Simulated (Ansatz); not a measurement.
Molecule: ethylene, C$_{2}$H$_{4}$, charge 0, multiplicity 1. SMILES: C=C
Geometry: optimised at B3LYP-D3(BJ)/def2-TZVP (Ansatz, a quantum-chemistry and plane-wave program).

HF/STO-3G beside other levels, property by property. Set-up: non-relativistic; frozen cores in correlated levels; no dispersion term unless named; open shells spin-unrestricted; atomisation electronic, to ground-state atoms; spin-orbit terms left out. CBS(X,Y): correlation extrapolated as X^-3; Hartree-Fock from the larger set. The bracket is a focal-point correction in the basis named. Ab initio and DFT rows: single points at B3LYP-D3(BJ) geometries (Ansatz), with unscaled harmonic terms from B3LYP/6-31G* at its own minima, enthalpies of formation by atomisation with measured atoms. Anions need diffuse functions, which STO-3G, LANL2DZ, def2-SVP, cc-pVDZ and Pople sets without + lack. A UHF reference is markedly spin-contaminated in at least one set, which strains HF and MP2.

Measured values: Active Thermochemical Tables 1.112 (ions: stationary electron), as tabulated in the package chemicals; Active Thermochemical Tables 1.112 (ions: stationary electron), as tabulated in the package chemicals; G2/97 table in ASE (Curtiss et al.); they hold spin-orbit and core effects, anharmonicity. Coupled cluster (Ansatz) is a level with limits of its own, used here on species with T1 under 0.025 (0.045 for open shells) and stable references: (a) RI-MP2/CBS(aug-cc-pVTZ,aug-cc-pVQZ)+[CCSD(T)-MP2]/aug-cc-pVTZ; (b) CCSD(T)/CBS(cc-pVTZ,cc-pVQZ).

```
property                                                                       HF/STO-3G (Ansatz)  wB97M-V/def2-TZVPD (Ansatz)  wB97X-V/def2-TZVPD (Ansatz)  B2PLYP-D3(BJ)/def2-TZVPD (Ansatz + dftd3)            to compare with
-----------------------------------------------------------------------------  ------------------  ---------------------------  ---------------------------  -----------------------------------------  -------------------------
atomisation energy (kcal/mol)                                                               508.4                        562.9                        560.8                                      558.5  562.1 coupled cluster (b)
enthalpy of formation at 298 K (kcal/mol)                                                    68.1                         13.6                         15.8                                       18.1              12.6 measured
deprotonation enthalpy (C-H bond) at 298 K, to [CH-]=C + H+ (kcal/mol)                      519.6                        405.0                        409.9                                      408.3  407.8 coupled cluster (a)
C-H bond dissociation enthalpy at 298 K, to [CH]=C (C2H3) + H atom (kcal/mol)               102.1                        110.2                        109.7                                      108.5             111.1 measured
```

As the rows show:
- atomisation energy: HF/STO-3G lies 53.7 kcal/mol below coupled cluster.
- enthalpy of formation at 298 K: HF/STO-3G lies 55.5 kcal/mol above the measured value.
- deprotonation enthalpy (C-H bond) at 298 K, to [CH-]=C + H+: HF/STO-3G lies 111.8 kcal/mol above coupled cluster.
- C-H bond dissociation enthalpy at 298 K, to [CH]=C (C2H3) + H atom: HF/STO-3G lies 9.0 kcal/mol below the measured value.

The properties are those with a value to compare with, at most eight drawn at random. No case is left out for the size of its miss. Left out are saddle points of the reference geometry, anions that the best level run finds unbound, excited spin states, species near biochemistry, cases with under five habitual levels, runs that failed or whose electronic state is in doubt, and table entries that another table contradicts.
